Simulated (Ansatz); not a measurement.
`FC1CCC1` → `CC(C)=CF`  (isomerisation)

Calculated with Ansatz (gas phase, PBE0-D4/def2-TZVP geometries, no zero-point term in ΔE). CBS: MP2 limit from def2 TZ/QZ plus the TZ coupled-cluster correction, frozen cores. DFT in def2-TZVPP. B3LYP here is the variant with VWN-RPA as its local correlation; programs differ in this.

CCSD(T)/CBS gives -4.6 kcal/mol.

Question: Another level gave -1.9 kcal/mol. Which?
A. ωB97X-V/def2-TZVPP
B. r2SCAN/def2-TZVPP
C. CCSD/def2-TZVPP
D. B3LYP/def2-TZVPP

Answer: A. ωB97X-V -1.9, CCSD/def2-TZVPP -3.9, r2SCAN -5.8, B3LYP -8.2 kcal/mol.

Largest T1 diagnostic among the species: 0.011.

From PBE to PBE0 (25 % exact exchange), in def2-TZVPP and without D4, ΔE moves by +2.4 kcal/mol. In def2-TZVPP, CCSD(T) changes the Hartree–Fock value by +2.0 kcal/mol (the triples alone add −0.5 kcal/mol) and MP2 by +3.2 kcal/mol.
